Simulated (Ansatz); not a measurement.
# CH2P2 (SMILES P#CP): the vertical energy of the triplet above the singlet from total energies

CH2P2 has 5 atoms, charge 0, and is taken as a singlet. As SMILES, `P#CP`. The coordinates come from a GFN2-xTB relaxation.

Both states at this one shape; open shells run unrestricted unless said. 1 Eh = 27.2114 eV.

| level | program | singlet CH2P2 (Eh) | triplet CH2P2 (Eh) |
| --- | --- | --- | --- |
| wB97X/STO-3G | Ansatz | -713.716659 | -713.571270 |
| B2PLYP/STO-3G, 11 core orbitals frozen | Ansatz | -713.395058 | -713.230024 |

Problem. Work out the vertical gap, second state less first, at each level.

Solution. 
1. wB97X/STO-3G: -713.571270 − (-713.716659) = 0.145389 Eh = 3.96 eV.
2. B2PLYP/STO-3G: -713.230024 − (-713.395058) = 0.165034 Eh = 4.49 eV.

No measured value is set beside it here; the levels span 3.96 to 4.49 eV. Minimal sets are far from the basis-set limit.
